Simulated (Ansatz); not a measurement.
We consider 1T (CdI2-type) SnSe2, described by HSE06 (Ansatz, an electronic-structure program, plane waves, PAW).

Settings: plane-wave cutoff 460 eV, 9×9×4 k mesh (along the axes of the cell as run), Fermi–Dirac smearing 0.01 eV, scalar-relativistic PAW data made under PBE.

Computed at the level's own relaxed cell.

**Question.** Predict the c axis length, band gap, equilibrium lattice constant a, smallest direct gap on the k points sampled and Γ–Γ gap.

**Answer.** 
- c axis length: 6.898 Å
- band gap: 1.43 eV
- equilibrium lattice constant a: 3.825 Å
- smallest direct gap on the k points sampled: 1.88 eV
- Γ–Γ gap: 2.14 eV

Measured, for comparison: band gap 0.98 eV (temperature not stated, not corrected to a static lattice, indirect, our sources range from 0.98 to 1.06; as tabulated in Gonzalez and Oleynik (2016), arXiv:1609.04381); lattice parameter c 6.14 Å (temperature not stated, not corrected to a static lattice; as tabulated in Gonzalez and Oleynik (2016), arXiv:1609.04381). Computed (rounded) less measured: lattice parameter c +12.3 %.

Note: the cell comes from a level without a dispersion term, which matters for the spacing of layers, chains or molecules; the cell has widely spaced layers and the level no dispersion term, so their spacing and the moduli can rest on weak binding.

Spin–orbit coupling is not included.

The computed numbers hold no vibrational or temperature effects.
